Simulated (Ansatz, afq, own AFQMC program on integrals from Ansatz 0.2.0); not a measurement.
## GeH, doublet in cc-pVTZ along one coordinate

```xyz
2

Ge    0.0000    0.0000    0.0000
H     0.0000    0.0000    1.6012
```

The Ge1–H2 distance is changed with both sides rigid. Energies in kJ/mol count from this geometry (1.601 Å) at the same level; the start stands on UHF, each point on the determinant named.

Basis cc-pVTZ. Noble-gas cores (and the filled d shells of Ga–Kr and In–Xe) are frozen. Ansatz 0.2.0 and our own AFQMC program on the same integrals; the CISD trial comes from CCSD amplitudes, and released means the phaseless constraint is let go. Uncertainties: one standard error, sampling alone. No spin–orbit coupling.

Cautions, each for one point or more: inner d shell frozen; no relativity below Rb; no spin-orbit coupling; the next higher spin lies close; unrestricted determinant spin contaminated; walk and cluster series may follow different spin states.

```json
{"r(Ge1–H2) / Å": "1.277", "det.": "UHF", "T1": "0.014", "weight": "0.93", "⟨S²⟩": "0.76", "CCSD(T)": "114.5", "ph-AFQMC/CISD": "114.5 ± 0.2", "released AFQMC": "114.6 ± 0.1", "FCI": "114.7", "CCSDT(Q)": "114.7", "PBE": "115.0", "B3LYP": "110.7"}
{"r(Ge1–H2) / Å": "1.938", "det.": "UHF", "T1": "0.018", "weight": "0.91", "⟨S²⟩": "0.77", "CCSD(T)": "44.8", "ph-AFQMC/CISD": "44.7 ± 0.2", "released AFQMC": "44.6 ± 0.1", "FCI": "44.4", "CCSDT(Q)": "44.4", "PBE": "39.2", "B3LYP": "43.9"}
{"r(Ge1–H2) / Å": "3.441", "det.": "UHF", "T1": "0.021", "weight": "0.93", "⟨S²⟩": "1.72", "CCSD(T)": "267.2", "ph-AFQMC/CISD": "262.4 ± 0.2", "released AFQMC": "–", "FCI": "262.8", "CCSDT(Q)": "263.1", "PBE": "265.2§", "B3LYP": "270.5§"}
{"r(Ge1–H2) / Å": "5.444", "det.": "UHF¶", "T1": "0.008", "weight": "0.94", "⟨S²⟩": "1.76", "CCSD(T)": "275.7", "ph-AFQMC/CISD": "275.9 ± 0.1", "released AFQMC": "–", "FCI": "–", "CCSDT(Q)": "276.0", "PBE": "279.7§", "B3LYP": "289.8§"}
```

Weight is that of the determinant in the CISD state; at the start T1 is 0.015 and the weight 0.93, and ⟨S²⟩ is 0.76. ¶ marks points with a poor determinant and no full CI, where no value is sure; they don't count among the departures. A dash marks a missing value, a released energy that hasn't settled or a functional that sits on another state. § marks a functional whose ⟨S²⟩ is too high by over 0.1. Largest departures from full CI where it is shown: CCSD(T) 4.4 kJ/mol at 3.441 (on UHF), ph-AFQMC/CISD -0.4 kJ/mol at 3.441 (on UHF) (within the noise), released AFQMC 0.1 kJ/mol at 1.938 (on UHF) (within the noise), CCSDT(Q) 0.3 kJ/mol at 3.441 (on UHF), PBE -5.2 kJ/mol at 1.938, B3LYP -4.0 kJ/mol at 1.277. Functionals count only at points shown to share the start's state and spin.

Some points may be missing: those where a free walk finds a much lower state, and past Zn most of those on another determinant than at the start.

CCSDT and higher add their correlation energy to the determinant of the CCSD(T) run, since their own runs factorise the integrals more tightly (a shift of under 2 meV). A walk keeps the symmetry of its determinant, which the program's search chose and which needn't be the lowest solution, so a lower state of the same spin and another symmetry isn't excluded. Released energies are given only where the last usable release times agree within the noise; a slower fall can still hide under it.
